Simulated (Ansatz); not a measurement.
# BHF2 (SMILES FBF) at 6 levels

We compute a comparison of 6 runs (B3LYP/STO-3G, BHLYP/STO-3G, PBE0/STO-3G, SVWN5/STO-3G, UB3LYP/STO-3G, RPA@PBE/STO-3G) of BHF2. 

The calculation is run with Ansatz 0.2.0.

54 further runs of the same task are left out: 1 that didn't finish, 53 set aside as unsound or not needed.

### Step 1. The structure to begin with

BHF2 has 4 atoms, charge 0, and is taken as a singlet. As SMILES, `FBF`. The F3–B2 distance was set to 2.626 Å, away from the relaxed value. At this shape a bond of the SMILES string is far longer than usual.

Bond lengths: F1–B2 1.313 Å, B2–H4 1.191 Å. Angles: F1–B2–H4 121.0°.

### Step 2. A single-point energy at B3LYP/STO-3G (run 1)

molecule.yaml reads:

```yaml
crystal:
  periodic: [false, false, false]
  atoms:
    - symbol: F
      position_ang: [2.247780, -0.102790, 0.102191]
    - symbol: B
      position_ang: [1.091580, -0.590690, 0.489291]
    - symbol: F
      position_ang: [-1.095400, 0.528700, -0.438900]
    - symbol: H
      position_ang: [1.036480, -1.514290, 1.239691]
basis:
  gaussian:
    orbitals: STO-3G
total_charge: 0
hamiltonian:
  xc: {name: B3LYP}
accuracy: high
```

Command:

```console
$ ansatz run molecule.yaml --threads 1 --pin off --max-ram 2610MiB --events-out events.jsonl --progress --plain --runs-dir runs
```

Standard output:

```text
Warning: RAYON_NUM_THREADS=1 ignored (pool sized by the plan → 1); use --threads N
Functional definition: B3LYP
  name "B3LYP"
  parameter a0 = 0.2
  parameter ax = 0.72
  parameter ac = 0.81
  exchange = (1 - a0 - ax)*slater_x + ax*b88_x + a0*exact_x
  correlation = (1 - ac)*vwn_rpa_c + ac*lyp_c
253 factors; integrals over basis functions are off by at most 3.8e-8 eV
mean field evaluation 1: about -6025.3695 eV, gradient 2.0e1 eV
mean field evaluation 2: about -5654.7788 eV, gradient 6.9e1 eV
mean field evaluation 4: about -6023.9050 eV, gradient 1.8e1 eV
mean field evaluation 8: about -6033.5569 eV, gradient 4.0e-4 eV
mean field -6033.55694752 eV, -221.7291281297 hartree, gradient 1.2e-8 eV, S^2 0.000000; 0 other end points of the search recorded, 0 dependent functions left out
reference -6033.55696769 eV, -221.7291288708 hartree; 12, 12 occupied and 4, 4 virtual orbitals, 253 factors
Total energy: -6033.55696769 eV, -221.7291288708 hartree
```

It took 0.58 s on 1 thread of Intel Xeon Platinum 8488C (Sapphire Rapids), shared host.

### Step 3. A single-point energy at BHLYP/STO-3G (run 2)

job.yaml reads:

```yaml
crystal:
  periodic: [false, false, false]
  atoms:
    - {symbol: F, position_ang: [2.247780, -0.102790, 0.102191]}
    - {symbol: B, position_ang: [1.091580, -0.590690, 0.489291]}
    - {symbol: F, position_ang: [-1.095400, 0.528700, -0.438900]}
    - {symbol: H, position_ang: [1.036480, -1.514290, 1.239691]}
basis:
  gaussian: {orbitals: STO-3G}
total_charge: 0
magnetization: {spin_polarized: false}
hamiltonian: {xc: {name: BHLYP}}
accuracy: high
```

Command:

```console
$ ansatz run job.yaml --threads 1 --pin off --max-ram 2610MiB --events-out events.jsonl --progress --plain --runs-dir runs
```

Standard output:

```text
Warning: RAYON_NUM_THREADS=1 ignored (pool sized by the plan → 1); use --threads N
Functional definition: BHLYP
  name "BHLYP"
  parameter a = 0.5
  exchange = (1 - a)*b88_x + a*exact_x
  correlation = lyp_c
253 factors; integrals over basis functions are off by at most 3.8e-8 eV
mean field evaluation 1: about -6023.0038 eV, gradient 2.0e1 eV
mean field evaluation 2: about -5760.4659 eV, gradient 2.5e2 eV
mean field evaluation 4: about -6026.0749 eV, gradient 2.0e1 eV
mean field evaluation 8: about -6026.7720 eV, gradient 1.9e1 eV
mean field evaluation 16: about -6031.2094 eV, gradient 9.1e-7 eV
mean field -6031.20944525 eV, -221.6428590122 hartree, gradient 1.2e-8 eV, S^2 0.000000; 0 other end points of the search recorded, 0 dependent functions left out
reference -6031.20945906 eV, -221.6428595200 hartree; 12, 12 occupied and 4, 4 virtual orbitals, 253 factors
Total energy: -6031.20945906 eV, -221.6428595200 hartree
```

It took 0.62 s on 1 thread of Intel Xeon Platinum 8488C (Sapphire Rapids), shared host.

Runs 3 to 5 aren't shown in full; the table further down has their settings and results.

### Step 4. The energy at RPA@PBE/STO-3G (run 6)

in.yaml reads:

```yaml
crystal:
  periodic: [false, false, false]
  atoms:
    - {symbol: F, position_ang: [2.247780, -0.102790, 0.102191]}
    - {symbol: B, position_ang: [1.091580, -0.590690, 0.489291]}
    - {symbol: F, position_ang: [-1.095400, 0.528700, -0.438900]}
    - {symbol: H, position_ang: [1.036480, -1.514290, 1.239691]}
basis:
  gaussian: {orbitals: STO-3G}
hamiltonian: {xc: pbe}
correlation: {method: rpa, frozen_orbitals: {B: 1, F: 1, H: 0}}
accuracy: high
```

Command:

```console
$ ansatz run in.yaml --threads 1 --pin off --max-ram 2610MiB --events-out events.jsonl --progress --plain --runs-dir runs
```

Standard output, cut to the lines that bear on the results:

```text
Warning: RAYON_NUM_THREADS=1 ignored (pool sized by the plan → 1); use --threads N
Functional definition: PBE
  name "PBE"
[...]
253 factors; integrals over basis functions are off by at most 3.8e-8 eV
[...]
mean field -6027.99597647 eV, -221.5247662130 hartree, gradient 3.5e-8 eV, S^2 0.000000; 2 other end points of the search recorded, 0 dependent functions left out; unrestricted orbitals would lower it
[...]
unrestricted determinant -6011.97467020 eV, -220.9359940671 hartree, S^2 0.9697
3 core orbitals not correlated: weight in the atoms' cores, before any rotation towards them, 1.000 or more for the frozen orbitals, at most 0.000 for the correlated occupied ones
reference -6006.17880461 eV, -220.7229999350 hartree; 9, 9 occupied and 4, 4 virtual orbitals, 253 factors
Total energy: -6015.46217718 eV, -221.0641575845 hartree
```

Wall time 0.86 s (1 thread of Intel Xeon Platinum 8488C (Sapphire Rapids), shared host); peak memory 0.11 GiB.

### Step 5. All runs side by side

```
run           level  frozen core orbitals  energy (Eh)  wall time
  1    B3LYP/STO-3G                     –  -221.729129     0.58 s
  2    BHLYP/STO-3G                     –  -221.642860     0.62 s
  3     PBE0/STO-3G                     –  -221.535483      0.6 s
  4    SVWN5/STO-3G                     –  -220.148806     0.42 s
  5   UB3LYP/STO-3G                     –  -221.759014        2 s
  6  RPA@PBE/STO-3G                     3  -221.064158     0.86 s
```

### Step 6. What came out

| quantity | value |
| --- | --- |
| run 6: total energy | -221.06416 Eh |
| run 6: RPA correlation energy (valence) | -341.2 mEh |

In words: Totals of different functionals can't be ranked against each other. In run 6 the log says that unrestricted orbitals would lower the reference, so the values rest on an unstable closed-shell determinant (other closed-shell runs at this shape may share the fault). In runs 1, 2, 3, 4, 5, 6 the basis is minimal, so the values are rough. Spin contamination of the reference: run 5 ⟨S²⟩ = 0.77. Where it is this large, the reference is a mixture of spin states, and values that rest on it are in doubt. All runs together took 5.1 s, the longest 2 s.
